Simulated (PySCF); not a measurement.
C₄H₄NP.
SMILES: `c1cncpc1`

Level: wB97X-D/def2-SVPD in PySCF, non-relativistic, on one gas-phase PBE0-D3(BJ)/def2-SVP geometry that isn't relaxed in the solvent. The solvent is an IEF-PCM continuum (van der Waals radii × 1.2), and excitations are vertical TDDFT with non-equilibrium linear response and a frozen core. The model holds no explicit solvent molecules, cavitation or dispersion.

Gas-phase singlets (H = HOMO, L = LUMO):

```json
{"state": "S1", "E (eV)": "3.965", "λ (nm)": "313", "f": "0.005", "leading configuration": "H→L 98%"}
{"state": "S2", "E (eV)": "4.286", "λ (nm)": "289", "f": "0.001", "leading configuration": "H→L+1 98%"}
{"state": "S3", "E (eV)": "4.896", "λ (nm)": "253", "f": "0.058", "leading configuration": "H-1→L+1 45%"}
{"state": "S4", "E (eV)": "5.308", "λ (nm)": "234", "f": "0.114", "leading configuration": "H-1→L 58%"}
{"state": "S5", "E (eV)": "5.566", "λ (nm)": "223", "f": "0.010", "leading configuration": "H-3→L 96%"}
```

Task: Give the list for benzene (ε = 2.271), n² = 2.25.

Result: 
| state | E (eV) | λ (nm) | f | leading configuration | change by rank (eV) |
| --- | --- | --- | --- | --- | --- |
| S1 | 4.017 | 309 | 0.007 | H→L 99% | +0.052 |
| S2 | 4.346 | 285 | 0.001 | H→L+1 98% | +0.060 |
| S3 | 4.843 | 256 | 0.112 | H-1→L 43% | -0.053 |
| S4 | 5.199 | 238 | 0.160 | H-1→L 50% | -0.109 |
| S5 | 5.528 | 224 | 0.014 | H-3→L 97% | -0.038 |

Task: The ground-state energy changes by -0.079 eV from gas to benzene. By how much does the total energy of gas-phase S1 change?

Result: E(S1) = E(S0) + excitation energy, so it changes by -0.079 + 0.052 = -0.027 eV: it is lowered less than the ground state, which is what a blue shift means. This is the vertical state, with the slow part of the continuum still set for S0.

Task: How do the frontier levels move from gas to benzene?

Result: 
```
orbital  gas (eV)  solvent (eV)  change (eV)
 LUMO+2      2.41          2.51        +0.10
 LUMO+1      0.33          0.38        +0.05
   LUMO     -0.21         -0.17        +0.04
   HOMO     -9.06         -9.09        -0.03
 HOMO-1     -9.25         -9.21        +0.04
 HOMO-2    -10.52        -10.47        +0.05
 HOMO-3    -10.55        -10.52        +0.03
```

The HOMO–LUMO gap goes from 8.85 to 8.92 eV.

Note: wB97X-D ran without an empirical dispersion term, which enters the total energy and its gradient alone.
